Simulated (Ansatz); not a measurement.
# AlNH2F (SMILES [NH2][Al][F]) at U-r2SCAN/STO-3G

Aim: the energy change on altering one bond length of AlNH2F at U-r2SCAN/STO-3G, from 2 runs. 

The calculation is run with Ansatz 0.2.0.

62 further runs of the same task are left out: 3 that didn't finish, 59 set aside as unsound or not needed.

## 1. The molecule

AlNH2F has 5 atoms, charge 0, and is taken as a doublet. SMILES: `[NH2][Al][F]`. Geometry: relaxed at PBE0-D4/def2-TZVP. This is one conformer, not always the lowest.

Bond lengths: N1–Al2 1.765 Å, Al2–F3 1.658 Å, N1–H4 1.007 Å, N1–H5 1.009 Å. Angles: N1–Al2–F3 117.4°, Al2–N1–H4 124.8°, Al2–N1–H5 124.2°, H4–N1–H5 111.0°.

## 2. A single-point energy at U-r2SCAN/STO-3G

Contents of job.yaml:

```yaml
crystal:
  periodic: [false, false, false]
  atoms:
    - symbol: N
      position_ang: [-0.384700, 0.499000, -0.263800]
    - symbol: Al
      position_ang: [0.632000, -0.282800, 0.949500]
    - symbol: F
      position_ang: [1.228700, -1.786800, 0.590000]
    - symbol: H
      position_ang: [-0.804300, 1.408300, -0.162700]
    - symbol: H
      position_ang: [-0.621700, 0.088600, -1.154400]
basis:
  gaussian: {orbitals: STO-3G}
total_charge: 0
magnetization: {spin_polarized: true, initial_magnetization: 1}
hamiltonian: {xc: {name: r2SCAN}}
accuracy: high
```

On the command line:

```
$ ansatz run job.yaml --threads 1 --pin off --max-ram 2610MiB --events-out events.jsonl --progress --plain --runs-dir runs
```

Log:

```text
Warning: RAYON_NUM_THREADS=1 ignored (pool sized by the plan → 1); use --threads N
Functional definition: r2SCAN
  name "r2SCAN"
  parameter k0 = 0.174
  parameter k1 = 0.065
  parameter a1 = 4.9479
  exchange = r2scan_x(k0 = k0, k1 = k1, a1 = a1)
  correlation = r2scan_c
378 factors; integrals over basis functions are off by at most 3.4e-8 eV
mean field evaluation 1: about -10692.1416 eV, gradient 2.0e1 eV
mean field evaluation 2: about -10683.6253 eV, gradient 4.2e1 eV
mean field evaluation 4: about -10694.9046 eV, gradient 2.8e0 eV
mean field evaluation 8: about -10694.9200 eV, gradient 4.1e-2 eV
mean field evaluation 16: about -10694.9200 eV, gradient 6.9e-6 eV
mean field -10694.92002977 eV, -393.0310618167 hartree, gradient 2.3e-8 eV, S^2 0.753398; 0 other end points of the search recorded, 0 dependent functions left out
reference -10694.92003056 eV, -393.0310618459 hartree; 16, 15 occupied and 5, 6 virtual orbitals, 378 factors
Total energy: -10694.92003056 eV, -393.0310618459 hartree
```

Run time: 5.7 s. Hardware: 1 thread of Arm Neoverse V1, shared host; peak memory 0.24 GiB.

## 3. The distorted shape, same level

Contents of in.yaml:

```yaml
crystal:
  periodic: [false, false, false]
  atoms:
    - {symbol: "N", position_ang: [-0.325439, 0.601618, -0.041110]}
    - {symbol: Al, position_ang: [0.691261, -0.180182, 1.172190]}
    - {symbol: F, position_ang: [1.287961, -1.684182, 0.812690]}
    - {symbol: H, position_ang: [-0.745039, 1.510918, 0.059990]}
    - {symbol: H, position_ang: [-0.621700, 0.088600, -1.154400]}
basis:
  gaussian:
    orbitals: STO-3G
magnetization:
  spin_polarized: true
  initial_magnetization: 1
hamiltonian:
  xc: r2scan
accuracy: high
```

On the command line:

```
$ ansatz run in.yaml --threads 1 --pin off --max-ram 2610MiB --events-out events.jsonl --progress --plain --runs-dir runs
```

Log:

```text
Warning: RAYON_NUM_THREADS=1 ignored (pool sized by the plan → 1); use --threads N
Functional definition: r2SCAN
  name "r2SCAN"
  parameter k0 = 0.174
  parameter k1 = 0.065
  parameter a1 = 4.9479
  exchange = r2scan_x(k0 = k0, k1 = k1, a1 = a1)
  correlation = r2scan_c
378 factors; integrals over basis functions are off by at most 4.4e-8 eV
mean field evaluation 1: about -10691.0890 eV, gradient 2.1e1 eV
mean field evaluation 2: about -10670.4386 eV, gradient 5.4e1 eV
mean field evaluation 4: about -10694.0852 eV, gradient 3.8e0 eV
mean field evaluation 8: about -10694.1487 eV, gradient 2.9e-2 eV
mean field evaluation 16: about -10694.1487 eV, gradient 3.6e-6 eV
mean field -10694.14867999 eV, -393.0027152355 hartree, gradient 4.4e-8 eV, S^2 0.754169; 0 other end points of the search recorded, 0 dependent functions left out
reference -10694.14868082 eV, -393.0027152658 hartree; 16, 15 occupied and 5, 6 virtual orbitals, 378 factors
Total energy: -10694.14868082 eV, -393.0027152658 hartree
```

Wall time 5.1 s (1 thread of Arm Neoverse V1, shared host); peak memory 0.24 GiB.

## 4. What came out

Level: U-r2SCAN/STO-3G.

| quantity | value |
| --- | --- |
| first shape: total energy | -393.03106 Eh |
| first shape: ⟨S²⟩ | 0.753 |
| distorted shape: total energy | -393.00272 Eh |
| distorted shape: ⟨S²⟩ | 0.754 |
| energy change with the N1–H5 bond stretched from 1.009 to 1.261 Å | 0.771 eV |

**Reading.** With the N1–H5 bond stretched from 1.009 to 1.261 Å the energy rises by 0.77 eV (17.8 kcal/mol). The first shape isn't relaxed at this level, so the change isn't measured from a minimum. The minimal basis adds a large error of its own.
